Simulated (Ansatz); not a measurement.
Process, species as SMILES: CN(C)C + 3 [H][H] (H2) → 3 C (CH4) + N (NH3)
B3LYP-D3(BJ)/def2-TZVP geometries, fixed; electronic energies without zero-point terms.

Basis-set convergence of the energy of full hydrogenation at HF with Ansatz (a program for electronic structure). All functions are spherical. No added dispersion term, no relativity. Functions are those of the species that has most. Reference: the value in aug-cc-pVQZ, -79.16 kcal/mol, itself unsure by roughly 0.11 kcal/mol (its mean distance from def2-QZVPPD, pcseg-3, def2-QZVPP). Deviations are taken from unrounded values.

```tsv
basis	functions
pcseg-0	54
pcseg-1	101
aug-cc-pVDZ	173
aug-pcseg-1	173
pcseg-2	246
jun-cc-pV(T+d)Z	282
aug-cc-pVTZ	391
aug-pcseg-2	391
pcseg-3	537
aug-cc-pVQZ	734
```

Question: Which is the smallest set listed that can be trusted to 1 kcal/mol here, that is, within that of the reference together with its larger relatives (same family, alike in diffuse functions; a set with none to test it counts only in the reference's own line)?

Answer: The smallest set listed that lies within 1 kcal/mol of the reference with all its larger relatives (same family, alike in diffuse functions; a set with none counts only in the reference's own line) is pcseg-1 (101 functions, 0.06 kcal/mol off). Inside, with no larger relative to test it: aug-pcseg-2. Value minus reference: pcseg-0 -3.33, pcseg-1 0.06, aug-cc-pVDZ -0.48, aug-pcseg-1 1.28, pcseg-2 -0.50, jun-cc-pV(T+d)Z -0.44, aug-cc-pVTZ -0.28, aug-pcseg-2 -0.39, pcseg-3 -0.10, aug-cc-pVQZ 0.00 kcal/mol.
